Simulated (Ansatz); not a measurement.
This script drives the Python package of Ansatz (0.2.0).

`bclhs_bend.py`
```python
'''Bending curve of BClHS.'''

from dataclasses import dataclass

import ansatz as az
from ase import Atoms


@dataclass(frozen=True)
class RunConfig:
    basis: str = 'def2-SVP'
    xc: str = 'r2scan0'
    fmax: float = 0.02


opts = RunConfig()

atoms = Atoms(['S', 'B', 'Cl', 'H'], positions=[
    [0.7076, -1.0733, 0.3769],
    [-0.4237, -0.0237, -0.802],
    [-1.8495, 0.9791, -0.1455],
    [1.6211, 0.0576, 0.5503],
])

# start the scan from a relaxed geometry
first = az.Crystal.molecule_from_ase(atoms).calculation()
first = first.basis(gaussian=opts.basis)
first = first.functional(opts.xc)
first = first.spin('collinear', total=1).relax(force_tolerance=opts.fmax, max_steps=80)
atoms.positions = first.run(threads=1).report['positions_ang']

rows = []
for angle in [90, 100, 110, 120, 135, 150, 165, 179]:
    bent = atoms.copy()
    bent.set_angle(1, 0, 3, angle, indices=[3])
    calculation = (
        az.Crystal.molecule_from_ase(bent).calculation()
        .basis(gaussian=opts.basis)
        .functional(opts.xc)
        .spin('collinear', total=1)  # two spin channels
    )
    rows.append((angle, calculation.run(threads=1).report['free_energy_ev']))
floor = min(e for _, e in rows)
for angle, e in rows:
    print(f'angle B1-S0-H3 = {angle:3d} deg   {1000 * (e - floor):9.1f} meV')
```

It is started by `python bclhs_bend.py`. How long does it take on 1 thread of Intel(R) Xeon(R) Platinum 8259CL CPU @ 2.50GHz (Skylake/Cascade Lake), with other jobs on the host, and how much memory does it need?

It took about 110 s, with a peak of 0.25 GiB, for 9 runs of the engine.

```console
$ python bclhs_bend.py
angle B1-S0-H3 =  90 deg        19.0 meV
angle B1-S0-H3 = 100 deg         0.0 meV
angle B1-S0-H3 = 110 deg       114.7 meV
angle B1-S0-H3 = 120 deg       351.1 meV
angle B1-S0-H3 = 135 deg       885.7 meV
angle B1-S0-H3 = 150 deg      1510.1 meV
angle B1-S0-H3 = 165 deg      1972.4 meV
angle B1-S0-H3 = 179 deg      2068.7 meV
```

The scan is rigid, and the energies are electronic, in a modest basis. The zero is the lowest point of the grid, which needn't be the minimum. The run takes the species as open-shell (spin multiplicity 2), which needn't be its ground state.
